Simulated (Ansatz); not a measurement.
# BHO+ (doublet): the correlation ladder, def2-TZVPP

An exercise on one series of results from a longer session: the logs are not shown, and one member is left open.

Program: Ansatz 0.2.0, Gaussian basis. Level of theory: def2-TZVPP, core rule «outside noble gas», up to 2 orbitals frozen. These are calculated values, not measurements.

Plan: UHF; ROHF; CCSD(T) on UHF.

2 further runs of the same task are left out: 2 set aside as unsound or not needed.

**The system**

The geometry is a PBE0/def2-TZVP stationary point (not a proven minimum) of the parent state, kept for this charge and spin.

3 atoms, charge 1, spin multiplicity 2.

Atoms are counted from 1 here; the program's logs count them from 0.

Bond lengths: B1–O2 1.342 Å, B1–H3 1.222 Å. Angles: O2–B1–H3 107.9°.

The first run:

Contents of in.yaml:

```yaml
crystal:
  periodic: [false, false, false]
  atoms:
    - {symbol: B, position_ang: [0.000000, -0.203796, 0.731699]}
    - {symbol: O, position_ang: [0.000000, 0.084016, -0.579305]}
    - {symbol: H, position_ang: [0.000000, 0.852259, 1.347434]}
basis:
  gaussian: {orbitals: def2-TZVPP}
total_charge: 1
magnetization: {spin_polarized: true, initial_magnetization: 1}
hamiltonian: {xc: hf}
output: {orbitals: {seedname: orbitals}}
```

Launch:

```console
ansatz run in.yaml --threads 1 --pin off --events-out ev --progress --plain --max-ram 3968MiB --backend cpu
```

Among the steps run: UHF; ROHF; CCSD(T) on UHF.

One table of the session follows, with a row left open; its other results are not shown here.

| method | from UCCSD(T) (meV) |
| --- | --- |
| ROHF | +8117.3 |
| UHF | +7951.7 |
| UMP2 | +944.1 |
| UCCSD | ? |
| UCCSD(T) | 0 |

**Question.** Estimate the row for UCCSD.

As computed: from UCCSD(T) (meV): +306.7. In the column «from UCCSD(T) (meV)» it lies between UCCSD(T) (0) and UMP2 (+944.1).
